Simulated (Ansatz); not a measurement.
Basis-set extrapolation for `CC/C=C(\F)Cl` (PBE0-D4/def2-TZVP geometry, frozen core, Ansatz 0.2.0). Multiplicity 1, RHF reference.

```
                      def2-TZVPP   def2-QZVPP
                 HF  -713.989140  -714.013202
    MP2 correlation    -1.103451    -1.189273
CCSD(T) correlation    -1.198564      not run
```

Energies in hartree. Use E(X) = E(∞) + A·exp(−7.88·√X) for Hartree–Fock and E(X) = E(∞) + B·X^(−2.97) for correlation, with X = 3 and 4, and add CCSD(T) minus MP2 of the smaller set to the MP2 limit.

Task: What is the CCSD(T) energy at the basis-set limit?

Result: HF limit: -714.013202 + (-0.024062) × 0.13774 = -714.01652. MP2 limit: -1.189273 + (-0.085822) × 0.74074 = -1.25284. Higher-order term: -1.198564 − (-1.103451) = -0.09511. Total: -715.36447 hartree, 464.1 kJ/mol below CCSD(T)/def2-TZVPP.
